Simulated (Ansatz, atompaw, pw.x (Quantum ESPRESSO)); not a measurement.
# Tc: one change to the PAW (atompaw) potential, in the atom and in the sc crystal

technetium (Tc), PAW, made with atompaw 4.2.0.5 (LDA (PW92), scalar-relativistic). Core [Ar] 3d10, reference 4s2 4p6 4d5 5s2 5p0. Waves: 4s (bound): rc 1.90 bohr; 5s (bound): rc 2.40 bohr; 4p (bound): rc 1.85 bohr; 5p (bound, empty): rc 2.40 bohr; 4d (bound): rc 1.55 bohr; 4d channel at 4 Ry: rc 1.55 bohr. Local part: bessel scheme, radius 1.95 bohr. Core correction: smooth core density matched at 1.90 bohr. Augmentation charge: sinc compensation charge, radius 1.85 bohr; PAW radius 2.40 bohr; waves and projectors: custom rrkj vanderbiltortho.

Change: all radii scaled by about 0.82 (s 1.56, p 1.50, d 1.26 bohr); local potential bessel scheme, radius 1.60 bohr; augmentation sinc compensation charge, radius 1.50 bohr; PAW radius 1.96 bohr; waves and projectors: custom rrkj vanderbiltortho; core correction smooth core density matched at 1.56 bohr.

Cutoffs, loose and tight: the cutoffs (Ry, on a coarse ladder) from which the occupation-weighted sum of valence levels, in a spherical-Bessel basis at the reference potential, stays within 10 and 1 mRy of its value at 400 Ry. They see the waves and projectors alone, not the compensation charge or the core.

Crystal test: sc Tc in pw.x 7.5, no spin, 13³ k-points, Fermi–Dirac smearing 0.01 Ry, cutoffs set for each file from its atomic test. The reference is all-electron LAPW (Ansatz 0.2.0) with the same functional, mesh and smearing; V0 and B0 come from Birch–Murnaghan fits to the pressures at five volumes. Errors are pseudo minus all-electron; Δ is the rms difference of the E(V) curves that follow from these fits, minima aligned, over ±6 % about the mean V0. Mesh and smearing are coarse, so the numbers serve the comparison and aren't converged zero-temperature values; the lattice is a test structure that the element need not adopt.

All-electron: a0 = 2.489 Å (V0 = 15.42 Å³/atom), B0 = 257.1 GPa.

**Question.** Does the change bring the crystal closer to the all-electron result?

**Answer.** The mean pressure error goes from +4.16 to +2.19 GPa, so the change moves the solid closer to the all-electron pressures.

```csv
quantity,base,changed
outcome (atom),generated,generated
"cutoff, loose (atom)",40 Ry,60 Ry
"cutoff, tight (atom)",70 Ry,100 Ry
bound ghosts (atom),none,none
cutoffs in pw.x (Ry),85/850,120/900
a0 (Å),2.502,2.496
a0 error (%),+0.51,+0.28
B0 error (%),+0.2,+0.2
Δ (meV/atom),13.6,7.3
mean pressure error (GPa),+4.16,+2.19
```

Base: This is a poor potential for the solid. The atomic cutoffs weigh occupied waves only.
